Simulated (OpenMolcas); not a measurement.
## How methods differ on CH2AlN (SMILES N#[C][AlH2])

The species is CH2AlN (5 atoms), meant as a singlet with charge 0. As SMILES, `N#[C][AlH2]`. The coordinates come from a PBE0-D4/def2-TZVP relaxation.

Each level gives the vertical ionisation energy (to the doublet cation) (eV). The values are calculated.

| level | kind | program | value (eV) |
| --- | --- | --- | --- |
| SVWN5/aug-cc-pVDZ | LDA | OpenMolcas | 11.87 |
| PBE/aug-cc-pVDZ | GGA | OpenMolcas | 11.74 |
| revPBE/aug-cc-pVDZ | GGA | OpenMolcas | 11.10 |
| TPSS/aug-cc-pVDZ | meta-GGA | OpenMolcas | 11.21 |
| r2SCAN/aug-cc-pVDZ | meta-GGA | OpenMolcas | 11.28 |
| B3LYP/aug-cc-pVDZ | global hybrid | OpenMolcas | ? |
| BHLYP/aug-cc-pVDZ | global hybrid | OpenMolcas | ? |
| M06-2X/aug-cc-pVDZ | hybrid meta-GGA | OpenMolcas | 11.80 |

Q: Estimate what the levels marked ? give.

A: As computed at these levels: B3LYP/aug-cc-pVDZ: 11.48 eV; BHLYP/aug-cc-pVDZ: 11.72 eV. The values span 11.10 to 11.87 eV.
